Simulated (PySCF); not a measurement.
Species: N-vinylformamide, C3H5NO.
Bonds: C1–C2 (double), C2–N3, N3–C4, C4–O5 (double). Hydrogens: H6, H7 on C1; H8 on C2; H9 on N3; H10 on C4.

Torsions of this conformer, `[CH2:1]=[CH:2][NH:3][CH:4]=[O:5]`: C1–C2–N3–C4 -179°, C2–N3–C4–O5 0°.

The closed-shell ground state was solved at several levels (PySCF, density fitting, gas phase, non-relativistic). The structure is a single PBE0-D3(BJ)/def2-SVP conformer in the gas phase; no vibrational or solvent corrections.

| level | basis functions | total energy (Eh) | HOMO (eV) | LUMO (eV) | gap (eV) | dipole (D) |
| --- | --- | --- | --- | --- | --- | --- |
| CAM-B3LYP/def2-SVPD | 143 | -247.0106 | -8.24 | 0.46 | 8.70 | 3.56 |
| B3LYP/pcJ-1 | 185 | -247.3056 | -6.64 | -0.65 | 5.99 | 3.44 |

Task: Estimate the row for PBE0/pcSseg-1, a basis of 110 functions; the other rows only guide the guess.

Result: Total energy -246.9814 Eh, HOMO -6.87 eV, LUMO -0.43 eV, gap 6.44 eV, dipole 3.44 D.

Task: Over all these levels, which gives the widest orbital gap and which the narrowest?

Result: CAM-B3LYP/def2-SVPD (range-separated hybrid) has the widest, 8.70 eV, and B3LYP/pcJ-1 (global hybrid, 20 % exact exchange) the narrowest, 5.99 eV. Functional and basis both differ between the two, so the spread mixes both effects.

Task: How far do the dipole and the HOMO energy spread over the levels?

Result: The dipole runs from 3.44 to 3.56 D (mean 3.48 D) and the HOMO from -8.24 to -6.64 eV.
